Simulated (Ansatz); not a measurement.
# B₂SiH (quartet): wB97M-V, B2PLYP over vertical spin and charge gaps, def2-QZVPP

How well do these functionals follow the top wave-function level for B₂SiH (quartet) over vertical spin and charge gaps?

Computed with Ansatz 0.2.0, Gaussian basis. Level: def2-QZVPP, all electrons in the functionals, frozen cores in the correlation of double hybrids and RPA.

To be run: wB97M-V, B2PLYP, at charge 0, quartet; charge 0, doublet; charge 0, sextet; charge 1, triplet; charge 1, quintet.

## 1. The system

The geometry is a PBE0/def2-TZVP stationary point (not a proven minimum).

4 atoms, charge 0, spin multiplicity 4.

Atoms are counted from 1 here; the program's logs count them from 0.

Bond lengths: B1–Si2 1.995 Å, B1–B3 1.731 Å, Si2–B3 1.946 Å, B3–H4 1.188 Å. Angles: Si2–B1–B3 62.5°, B1–Si2–B3 52.1°, B1–B3–Si2 65.4°, B1–B3–H4 134.1°, Si2–B3–H4 160.5°.

No dispersion term is added; wB97M-V holds VV10 nonlocal correlation.

The geometry shown and the zero of energy belong to the point charge 0, quartet. The yardstick, UCCSD(T), and other wave-function levels (R restricted, U unrestricted, valence and pair active spaces) come from earlier runs.

## 2. wB97M-V, charge 0, quartet

Contents of in.yaml:

```yaml
crystal:
  periodic: [false, false, false]
  atoms:
    - {symbol: B, position_ang: [0.000000, -1.102278, -0.760213]}
    - {symbol: Si, position_ang: [0.000000, 0.151019, 0.792273]}
    - {symbol: B, position_ang: [0.000000, 0.594686, -1.102049]}
    - {symbol: H, position_ang: [0.000000, 1.236325, -2.101784]}
basis:
  gaussian: {orbitals: "def2-QZVPP.json"}
magnetization: {spin_polarized: true, initial_magnetization: 3}
hamiltonian: {xc: {name: wB97M-V}}
output: {orbitals: {seedname: orbitals}}
```

The run is started by

```bash
$ ansatz run in.yaml --threads 1 --pin off --events-out ev --progress --plain --max-ram 2393MiB
```

Output (excerpt; [...] marks lines left out):

```text
Functional definition: wB97M-V
  name "wB97M-V"
  cite "Mardirossian & Head-Gordon, J. Chem. Phys. 144, 214110 (2016) doi:10.1063/1.4952647"
  cite "Becke, J. Chem. Phys. 107, 8554 (1997) doi:10.1063/1.475007"
  cite "Vydrov & Van Voorhis, J. Chem. Phys. 133, 244103 (2010) doi:10.1063/1.3521275"
  # Of w^i u^j: cxij and so on, Table III.
[...]
  gx(w, u) = 1 - cx + cx01*u + cx10*w
  gss(w, u) = css00 + css04*u^4 + css10*w + css20*w^2 + css43*w^4*u^3
  gos(w, u) = cos00 + cos10*w + (cos20 + cos21*u)*w^2 + (cos60 + cos61*u)*w^6
[...]
      + integral(e_c_pw_mod_opposite_spin*gos(b97_w_opposite, b97_u_opposite)) + vv10(b, c)
805 factors; their error is unknown
216 factors; integrals over basis functions are off by at most 1.9e-5 eV
[...]
mean field -9239.85776735 eV, -339.5585099497 hartree, gradient 3.5e-5 eV, S^2 3.755813; 1 other end points of the search recorded, 0 dependent functions left out
reference -9239.85781453 eV, -339.5585116834 hartree; 14, 11 occupied and 200, 203 virtual orbitals, 805 factors
Total energy: -9239.85781453 eV, -339.5585116834 hartree
```

Run time: 43 s. Hardware: 1 thread of Arm Neoverse V2, shared host; peak memory 0.73 GiB.

From the report: ⟨S²⟩ of the determinant 3.756 (pure quartet: 3.75).

## 3. wB97M-V, charge 0, doublet

in.yaml: that of step 2 with these lines changed.

```diff
@@ -9,3 +9,3 @@
   gaussian: {orbitals: "def2-QZVPP.json"}
-magnetization: {spin_polarized: true, initial_magnetization: 3}
+magnetization: {spin_polarized: true, initial_magnetization: 1}
 hamiltonian: {xc: {name: wB97M-V}}
```

Launched as before.

Output (excerpt; [...] marks lines left out):

```text
Functional definition: wB97M-V
  name "wB97M-V"
  cite "Mardirossian & Head-Gordon, J. Chem. Phys. 144, 214110 (2016) doi:10.1063/1.4952647"
  cite "Becke, J. Chem. Phys. 107, 8554 (1997) doi:10.1063/1.475007"
  cite "Vydrov & Van Voorhis, J. Chem. Phys. 133, 244103 (2010) doi:10.1063/1.3521275"
  # Of w^i u^j: cxij and so on, Table III.
[...]
  gx(w, u) = 1 - cx + cx01*u + cx10*w
  gss(w, u) = css00 + css04*u^4 + css10*w + css20*w^2 + css43*w^4*u^3
  gos(w, u) = cos00 + cos10*w + (cos20 + cos21*u)*w^2 + (cos60 + cos61*u)*w^6
[...]
      + integral(e_c_pw_mod_opposite_spin*gos(b97_w_opposite, b97_u_opposite)) + vv10(b, c)
805 factors; their error is unknown
216 factors; integrals over basis functions are off by at most 1.9e-5 eV
[...]
mean field -9240.68834788 eV, -339.5890332210 hartree, gradient 1.8e-5 eV, S^2 0.778316; 5 other end points of the search recorded, 0 dependent functions left out
reference -9240.68839517 eV, -339.5890349591 hartree; 13, 12 occupied and 201, 202 virtual orbitals, 805 factors
Total energy: -9240.68839517 eV, -339.5890349591 hartree
```

Wall time 58 s (1 thread of Arm Neoverse V2, shared host); peak memory 0.73 GiB.

From the report: ⟨S²⟩ of the determinant 0.778 (pure doublet: 0.75).

From charge 0, quartet: -0.831 eV.

## 4. wB97M-V, charge 0, sextet

in.yaml: that of step 3 with these lines changed.

```diff
@@ -9,3 +9,3 @@
   gaussian: {orbitals: "def2-QZVPP.json"}
-magnetization: {spin_polarized: true, initial_magnetization: 1}
+magnetization: {spin_polarized: true, initial_magnetization: 5}
 hamiltonian: {xc: {name: wB97M-V}}
```

The command is unchanged.

Output (excerpt; [...] marks lines left out):

```text
Functional definition: wB97M-V
  name "wB97M-V"
  cite "Mardirossian & Head-Gordon, J. Chem. Phys. 144, 214110 (2016) doi:10.1063/1.4952647"
  cite "Becke, J. Chem. Phys. 107, 8554 (1997) doi:10.1063/1.475007"
  cite "Vydrov & Van Voorhis, J. Chem. Phys. 133, 244103 (2010) doi:10.1063/1.3521275"
  # Of w^i u^j: cxij and so on, Table III.
[...]
  gx(w, u) = 1 - cx + cx01*u + cx10*w
  gss(w, u) = css00 + css04*u^4 + css10*w + css20*w^2 + css43*w^4*u^3
  gos(w, u) = cos00 + cos10*w + (cos20 + cos21*u)*w^2 + (cos60 + cos61*u)*w^6
[...]
      + integral(e_c_pw_mod_opposite_spin*gos(b97_w_opposite, b97_u_opposite)) + vv10(b, c)
805 factors; their error is unknown
216 factors; integrals over basis functions are off by at most 1.9e-5 eV
[...]
mean field -9236.24340432 eV, -339.4256845582 hartree, gradient 3.1e-5 eV, S^2 8.752951; 4 other end points of the search recorded, 0 dependent functions left out
reference -9236.24344968 eV, -339.4256862249 hartree; 15, 10 occupied and 199, 204 virtual orbitals, 805 factors
Total energy: -9236.24344968 eV, -339.4256862249 hartree
```

Run time: 32 s. Hardware: 1 thread of Arm Neoverse V2, shared host; peak memory 0.59 GiB.

From the report: ⟨S²⟩ of the determinant 8.753 (pure sextet: 8.75).

From charge 0, quartet: +3.614 eV.

## 5. wB97M-V, charge 1, triplet

in.yaml: that of step 4 with these lines changed.

```diff
@@ -9,3 +9,4 @@
   gaussian: {orbitals: "def2-QZVPP.json"}
-magnetization: {spin_polarized: true, initial_magnetization: 5}
+total_charge: 1
+magnetization: {spin_polarized: true, initial_magnetization: 2}
 hamiltonian: {xc: {name: wB97M-V}}
```

The command is unchanged.

Output (excerpt; [...] marks lines left out):

```text
Functional definition: wB97M-V
  name "wB97M-V"
  cite "Mardirossian & Head-Gordon, J. Chem. Phys. 144, 214110 (2016) doi:10.1063/1.4952647"
  cite "Becke, J. Chem. Phys. 107, 8554 (1997) doi:10.1063/1.475007"
  cite "Vydrov & Van Voorhis, J. Chem. Phys. 133, 244103 (2010) doi:10.1063/1.3521275"
  # Of w^i u^j: cxij and so on, Table III.
[...]
  gx(w, u) = 1 - cx + cx01*u + cx10*w
  gss(w, u) = css00 + css04*u^4 + css10*w + css20*w^2 + css43*w^4*u^3
  gos(w, u) = cos00 + cos10*w + (cos20 + cos21*u)*w^2 + (cos60 + cos61*u)*w^6
[...]
      + integral(e_c_pw_mod_opposite_spin*gos(b97_w_opposite, b97_u_opposite)) + vv10(b, c)
805 factors; their error is unknown
216 factors; integrals over basis functions are off by at most 1.9e-5 eV
[...]
mean field -9231.83770687 eV, -339.2637781630 hartree, gradient 3.2e-5 eV, S^2 2.016161; 6 other end points of the search recorded, 0 dependent functions left out
reference -9231.83775647 eV, -339.2637799858 hartree; 13, 11 occupied and 201, 203 virtual orbitals, 805 factors
Total energy: -9231.83775647 eV, -339.2637799858 hartree
```

It took 55 s on 1 thread of Arm Neoverse V2, shared host; peak memory 0.73 GiB.

From the report: ⟨S²⟩ of the determinant 2.016 (pure triplet: 2.00).

From charge 0, quartet: +8.020 eV.

## 6. wB97M-V, charge 1, quintet

in.yaml: that of step 5 with these lines changed.

```diff
@@ -10,3 +10,3 @@
 total_charge: 1
-magnetization: {spin_polarized: true, initial_magnetization: 2}
+magnetization: {spin_polarized: true, initial_magnetization: 4}
 hamiltonian: {xc: {name: wB97M-V}}
```

Same command.

Output (excerpt; [...] marks lines left out):

```text
Functional definition: wB97M-V
  name "wB97M-V"
  cite "Mardirossian & Head-Gordon, J. Chem. Phys. 144, 214110 (2016) doi:10.1063/1.4952647"
  cite "Becke, J. Chem. Phys. 107, 8554 (1997) doi:10.1063/1.475007"
  cite "Vydrov & Van Voorhis, J. Chem. Phys. 133, 244103 (2010) doi:10.1063/1.3521275"
  # Of w^i u^j: cxij and so on, Table III.
[...]
  gx(w, u) = 1 - cx + cx01*u + cx10*w
  gss(w, u) = css00 + css04*u^4 + css10*w + css20*w^2 + css43*w^4*u^3
  gos(w, u) = cos00 + cos10*w + (cos20 + cos21*u)*w^2 + (cos60 + cos61*u)*w^6
[...]
      + integral(e_c_pw_mod_opposite_spin*gos(b97_w_opposite, b97_u_opposite)) + vv10(b, c)
805 factors; their error is unknown
216 factors; integrals over basis functions are off by at most 1.9e-5 eV
[...]
mean field -9230.28009945 eV, -339.2065371462 hartree, gradient 8.4e-5 eV, S^2 6.002603; 0 other end points of the search recorded, 0 dependent functions left out
reference -9230.28014853 eV, -339.2065389500 hartree; 14, 10 occupied and 200, 204 virtual orbitals, 805 factors
Total energy: -9230.28014853 eV, -339.2065389500 hartree
```

Run time: 19 s. Hardware: 1 thread of Arm Neoverse V2, shared host; peak memory 0.58 GiB.

From the report: ⟨S²⟩ of the determinant 6.003 (pure quintet: 6.00).

From charge 0, quartet: +9.578 eV.

## 7. B2PLYP, charge 0, quartet

in.yaml: that of step 6 with these lines changed.

```diff
@@ -9,5 +9,4 @@
   gaussian: {orbitals: "def2-QZVPP.json"}
-total_charge: 1
-magnetization: {spin_polarized: true, initial_magnetization: 4}
-hamiltonian: {xc: {name: wB97M-V}}
-output: {orbitals: {seedname: orbitals}}
+magnetization: {spin_polarized: true, initial_magnetization: 3}
+hamiltonian: {xc: {name: B2PLYP}}
+correlation: {electrons: outside_noble_gas}
```

Same command.

Output (excerpt; [...] marks lines left out):

```text
Functional definition: B2PLYP
  name "B2PLYP"
  cite "Grimme, J. Chem. Phys. 124, 034108 (2006) doi:10.1063/1.2148954"
  cite "Becke, Phys. Rev. A 38, 3098 (1988) doi:10.1103/PhysRevA.38.3098"
  cite "Lee, Yang & Parr, Phys. Rev. B 37, 785 (1988) doi:10.1103/PhysRevB.37.785"
[...]
1284 factors; integrals over basis functions are off by at most 7.1e-4 eV
[...]
mean field -9234.01941687 eV, -339.3439545268 hartree, gradient 5.7e-6 eV, S^2 3.766412; 2 other end points of the search recorded, 0 dependent functions left out
7 core orbitals not correlated: weight in the atoms' cores, before any rotation towards them, 1.000 or more for the frozen orbitals, at most 0.000 for the correlated occupied ones
reference -9234.01955439 eV, -339.3439595806 hartree; 7, 4 occupied and 200, 203 virtual orbitals, 1284 factors
second order -9.05768249 eV of doubles, -0.00000000 eV of singles
Total energy: -9236.46512866 eV, -339.4338327775 hartree
```

Wall time 18 s (1 thread of Arm Neoverse V2, shared host); peak memory 0.54 GiB.

From the report: ⟨S²⟩ of the determinant 3.766 (pure quartet: 3.75).

## 8. B2PLYP, charge 0, doublet

in.yaml: that of step 7 with these lines changed.

```diff
@@ -9,3 +9,3 @@
   gaussian: {orbitals: "def2-QZVPP.json"}
-magnetization: {spin_polarized: true, initial_magnetization: 3}
+magnetization: {spin_polarized: true, initial_magnetization: 1}
 hamiltonian: {xc: {name: B2PLYP}}
```

Same command.

Output (excerpt; [...] marks lines left out):

```text
Functional definition: B2PLYP
  name "B2PLYP"
  cite "Grimme, J. Chem. Phys. 124, 034108 (2006) doi:10.1063/1.2148954"
  cite "Becke, Phys. Rev. A 38, 3098 (1988) doi:10.1103/PhysRevA.38.3098"
  cite "Lee, Yang & Parr, Phys. Rev. B 37, 785 (1988) doi:10.1103/PhysRevB.37.785"
[...]
1284 factors; integrals over basis functions are off by at most 7.1e-4 eV
[...]
mean field -9234.55733102 eV, -339.3637225074 hartree, gradient 1.6e-6 eV, S^2 1.031813; 6 other end points of the search recorded, 0 dependent functions left out
7 core orbitals not correlated: weight in the atoms' cores, before any rotation towards them, 1.000 or more for the frozen orbitals, at most 0.000 for the correlated occupied ones
reference -9234.55746571 eV, -339.3637274572 hartree; 6, 5 occupied and 201, 202 virtual orbitals, 1284 factors
second order -10.52992904 eV of doubles, -0.00000000 eV of singles
Total energy: -9237.40054656 eV, -339.4682087509 hartree
```

It took 31 s on 1 thread of Arm Neoverse V2, shared host; peak memory 0.55 GiB.

From the report: ⟨S²⟩ of the determinant 1.032 (pure doublet: 0.75).

From charge 0, quartet: -0.935 eV.

## 9. B2PLYP, charge 0, sextet

in.yaml: that of step 8 with these lines changed.

```diff
@@ -9,3 +9,3 @@
   gaussian: {orbitals: "def2-QZVPP.json"}
-magnetization: {spin_polarized: true, initial_magnetization: 1}
+magnetization: {spin_polarized: true, initial_magnetization: 5}
 hamiltonian: {xc: {name: B2PLYP}}
```

The command is unchanged.

Output (excerpt; [...] marks lines left out):

```text
Functional definition: B2PLYP
  name "B2PLYP"
  cite "Grimme, J. Chem. Phys. 124, 034108 (2006) doi:10.1063/1.2148954"
  cite "Becke, Phys. Rev. A 38, 3098 (1988) doi:10.1103/PhysRevA.38.3098"
  cite "Lee, Yang & Parr, Phys. Rev. B 37, 785 (1988) doi:10.1103/PhysRevB.37.785"
[...]
1284 factors; integrals over basis functions are off by at most 7.1e-4 eV
[...]
mean field -9230.77063137 eV, -339.2245638619 hartree, gradient 5.7e-6 eV, S^2 8.758073; 4 other end points of the search recorded, 0 dependent functions left out
7 core orbitals not correlated: weight in the atoms' cores, before any rotation towards them, 1.000 or more for the frozen orbitals, at most 0.000 for the correlated occupied ones
reference -9230.77077022 eV, -339.2245689646 hartree; 8, 3 occupied and 199, 204 virtual orbitals, 1284 factors
second order -8.00019526 eV of doubles, -0.00000000 eV of singles
Total energy: -9232.93082294 eV, -339.3039494379 hartree
```

Wall time 19 s (1 thread of Arm Neoverse V2, shared host); peak memory 0.54 GiB.

From the report: ⟨S²⟩ of the determinant 8.758 (pure sextet: 8.75).

From charge 0, quartet: +3.534 eV.

## 10. B2PLYP, charge 1, triplet

in.yaml: that of step 9 with these lines changed.

```diff
@@ -9,3 +9,4 @@
   gaussian: {orbitals: "def2-QZVPP.json"}
-magnetization: {spin_polarized: true, initial_magnetization: 5}
+total_charge: 1
+magnetization: {spin_polarized: true, initial_magnetization: 2}
 hamiltonian: {xc: {name: B2PLYP}}
```

Launched as before.

Output (excerpt; [...] marks lines left out):

```text
Functional definition: B2PLYP
  name "B2PLYP"
  cite "Grimme, J. Chem. Phys. 124, 034108 (2006) doi:10.1063/1.2148954"
  cite "Becke, Phys. Rev. A 38, 3098 (1988) doi:10.1103/PhysRevA.38.3098"
  cite "Lee, Yang & Parr, Phys. Rev. B 37, 785 (1988) doi:10.1103/PhysRevB.37.785"
[...]
1284 factors; integrals over basis functions are off by at most 7.1e-4 eV
[...]
mean field -9226.09347439 eV, -339.0526815132 hartree, gradient 9.2e-6 eV, S^2 2.213057; 6 other end points of the search recorded, 0 dependent functions left out
7 core orbitals not correlated: weight in the atoms' cores, before any rotation towards them, 1.000 or more for the frozen orbitals, at most 0.000 for the correlated occupied ones
reference -9226.09361548 eV, -339.0526866979 hartree; 6, 4 occupied and 201, 203 virtual orbitals, 1284 factors
second order -8.56892009 eV of doubles, -0.00000000 eV of singles
Total energy: -9228.40722390 eV, -339.1377102393 hartree
```

Wall time 26 s (1 thread of Arm Neoverse V2, shared host); peak memory 0.54 GiB.

From the report: ⟨S²⟩ of the determinant 2.213 (pure triplet: 2.00).

From charge 0, quartet: +8.058 eV.

## 11. B2PLYP, charge 1, quintet

in.yaml: that of step 10 with these lines changed.

```diff
@@ -10,3 +10,3 @@
 total_charge: 1
-magnetization: {spin_polarized: true, initial_magnetization: 2}
+magnetization: {spin_polarized: true, initial_magnetization: 4}
 hamiltonian: {xc: {name: B2PLYP}}
```

The command is unchanged.

Output (excerpt; [...] marks lines left out):

```text
Functional definition: B2PLYP
  name "B2PLYP"
  cite "Grimme, J. Chem. Phys. 124, 034108 (2006) doi:10.1063/1.2148954"
  cite "Becke, Phys. Rev. A 38, 3098 (1988) doi:10.1103/PhysRevA.38.3098"
  cite "Lee, Yang & Parr, Phys. Rev. B 37, 785 (1988) doi:10.1103/PhysRevB.37.785"
[...]
1284 factors; integrals over basis functions are off by at most 7.1e-4 eV
[...]
mean field -9224.92024942 eV, -339.0095662906 hartree, gradient 3.8e-6 eV, S^2 6.007073; 0 other end points of the search recorded, 0 dependent functions left out
7 core orbitals not correlated: weight in the atoms' cores, before any rotation towards them, 1.000 or more for the frozen orbitals, at most 0.000 for the correlated occupied ones
reference -9224.92039035 eV, -339.0095714697 hartree; 7, 3 occupied and 200, 204 virtual orbitals, 1284 factors
second order -7.34009086 eV of doubles, -0.00000000 eV of singles
Total energy: -9226.90221488 eV, -339.0824021780 hartree
```

Run time: 12 s. Hardware: 1 thread of Arm Neoverse V2, shared host; peak memory 0.54 GiB.

From the report: ⟨S²⟩ of the determinant 6.007 (pure quintet: 6.00).

From charge 0, quartet: +9.563 eV.

## 12. Against the wave-function levels

No level is safe as a reference over these points; UCCSD(T) serves as a yardstick only. It comes from earlier runs at the same points. Energies in eV, counted from charge 0, quartet; blanks weren't run or aren't comparable.

```
   level  quartet to doublet  quartet to sextet  ionisation to the triplet cation  ionisation to the quintet cation
UCCSD(T)              -1.003              3.429                             8.102                             9.600
 wB97M-V              -0.831              3.614                             8.020                             9.578
  B2PLYP              -0.935              3.534                             8.058                             9.563
```

Largest miss and mean time a point (UCCSD(T) took 97 s a point; shared hosts):

```
  level  largest miss (eV)              where  time a point
wB97M-V             +0.185  quartet to sextet          41 s
 B2PLYP             +0.105  quartet to sextet          21 s
```

## 13. Outcome

| quantity | value |
| --- | --- |
| quartet to doublet, UCCSD(T) | -1.003 eV |
| quartet to sextet, UCCSD(T) | 3.429 eV |
| ionisation to the triplet cation, UCCSD(T) | 8.102 eV |
| ionisation to the quintet cation, UCCSD(T) | 9.600 eV |
| largest miss, wB97M-V | +0.185 eV (quartet to sextet) |
| largest miss, B2PLYP | +0.105 eV (quartet to sextet) |

In words: Of the functionals, B2PLYP keep the smallest largest miss at the points compared (at most 0.105 eV) and wB97M-V strays most (0.185 eV, at quartet to sextet). Functionals and the yardstick converge differently with the basis, so part of each miss in def2-QZVPP is the basis. The yardstick itself may be off where one determinant is a poor start.
